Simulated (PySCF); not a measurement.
Homolysis of single bonds, series Ge F-H. Gas-phase values, no solvent. Strings in code marks are SMILES.

The highest occupied spin orbital from two functionals at the same geometries (B3LYP-D3(BJ)/def2-TZVP), both in PySCF: PBE-D3(BJ)/def2-TZVP and B3LYP-D3(BJ)/def2-TZVP. B3LYP has the VWN-RPA correlation part, as in Gaussian. 

```csv
species,PBE-D3(BJ)/def2-TZVP (eV)
radical fragment (`[F]`),-10.14
radical fragment (`[F][Ge]([F])[F]`),-7.32
radical fragment (`[F][GeH][F]`),-6.29
radical fragment (`[F][GeH2]`),-5.60
radical fragment (`[GeH3]`),-5.24
```

What does B3LYP-D3(BJ)/def2-TZVP give for each?


- radical fragment (`[F]`): -12.17
- radical fragment (`[F][Ge]([F])[F]`): -8.52
- radical fragment (`[F][GeH][F]`): -7.38
- radical fragment (`[F][GeH2]`): -6.56
- radical fragment (`[GeH3]`): -6.05
Over these rows, drawn at random from the members with no instability flagged (it was tested for open shells, ions and some series alone), PBE minus B3LYP-D3(BJ): mean +1.22 eV, from +0.81 eV to +2.03 eV.
